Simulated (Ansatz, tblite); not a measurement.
**The cluster TaS3−: rung by rung**

Aim: run the singlet of the cluster TaS3− at one geometry on many levels, and compare frontier levels, spin and run time.

Computed with Ansatz 0.2.0, Gaussian basis. Level: as each input shows.

Plan: GFN1-xTB, GFN2-xTB, PBE-D4/def2-TZVPD, r2SCAN-D4/def2-TZVPD, B2PLYP/def2-TZVPD, HSE06-D4/def2-TZVPD, BHLYP-D4/def2-TZVPD, LC-ωPBE/def2-TZVPD, BLYP-D4/def2-TZVPD, PBE-D4/def2-SVPD, PBE0-D4/def2-SVPD, CCSD(T)/def2-TZVPPD, MP2/def2-TZVPD, RPA/def2-TZVPD.

## 1. The relaxed structure

The geometry is that of the singlet, from an earlier relaxation (PBE-D4/def2-SVPD). At that level it is the lowest of the isomers that a small search found.

4 atoms, charge -1, spin multiplicity 1.

Bond lengths: Ta1–S2 2.238 Å, Ta1–S3 2.238 Å, Ta1–S4 2.238 Å. Angles: S2–Ta1–S3 110.6°, S2–Ta1–S4 110.6°, S3–Ta1–S4 110.6°.

Ta takes a core potential in the def2 sets. No spin-orbit coupling is included. The ion is computed in the gas phase, without counter-ions or solvent.

PBE0-D4/def2-TZVPD was run before; its log isn't repeated, and its numbers join the tables.

## 2. GFN1-xTB

Tight binding, by tblite at 300 K electronic temperature and without a spin-polarisation term:

```python
tblite.interface.Calculator('GFN1-xTB', numbers, positions, charge=-1, uhf=0).singlepoint()
```

Energy -363.4486 eV, HOMO -5.49 eV, LUMO -4.35 eV; 0.004 s.

## 3. GFN2-xTB

Tight binding, by tblite at 300 K electronic temperature and without a spin-polarisation term:

```python
tblite.interface.Calculator('GFN2-xTB', numbers, positions, charge=-1, uhf=0).singlepoint()
```

Energy -326.6328 eV, HOMO -5.96 eV, LUMO -5.37 eV; 0.005 s.

## 4. PBE-D4/def2-TZVPD

start.molden holds the orbitals of an earlier run on this state, given as this run's starting guess.

Contents of in.yaml:

```yaml
crystal:
  periodic: [false, false, false]
  atoms:
    - {symbol: Ta, position_ang: [0.524065, 0.012334, 0.062108]}
    - {symbol: S, position_ang: [-0.201441, 2.111403, -0.216359]}
    - {symbol: S, position_ang: [-0.380845, -0.896366, 1.896595]}
    - {symbol: S, position_ang: [0.058230, -1.227381, -1.742344]}
basis:
  gaussian: {orbitals: def2-TZVPD, initial_orbitals: start.molden}
total_charge: -1
hamiltonian: {xc: pbe, dispersion: d4}
scf: {omitted_lower_state_checks: [starts]}
output: {forces: true, orbitals: {seedname: orbitals}}
```

Command:

```console
ansatz run in.yaml --threads 4 --pin off --events-out ev --progress --plain --max-ram 3916MiB
```

The runs that follow: r2SCAN-D4/def2-TZVPD; B2PLYP/def2-TZVPD; HSE06-D4/def2-TZVPD; BHLYP-D4/def2-TZVPD; LC-ωPBE/def2-TZVPD; BLYP-D4/def2-TZVPD; PBE-D4/def2-SVPD; PBE0-D4/def2-SVPD; CCSD(T)/def2-TZVPPD; MP2/def2-TZVPD; RPA/def2-TZVPD.

Before running them: what should the planned runs give, taken together? Wanted: gap in def2-TZVPD, named functionals, smallest and largest; correlation energy, CCSD(T)/def2-TZVPPD; correlation energy, MP2/def2-TZVPD; PBE0 total energy, smallest basis above largest.

**Answer**, as computed:

| quantity | value |
| --- | --- |
| gap in def2-TZVPD, named functionals, smallest and largest | 0.66 eV (BLYP-D4), 6.85 eV (LC-ωPBE) |
| correlation energy, CCSD(T)/def2-TZVPPD | -27.38 eV |
| correlation energy, MP2/def2-TZVPD | -24.27 eV |
| PBE0 total energy, smallest basis above largest | 11.08 eV (def2-SVPD, def2-TZVPD) |

Over the named functionals in def2-TZVPD the gap runs from 0.66 eV (BLYP-D4) to 6.85 eV (LC-ωPBE); exact exchange widens it.
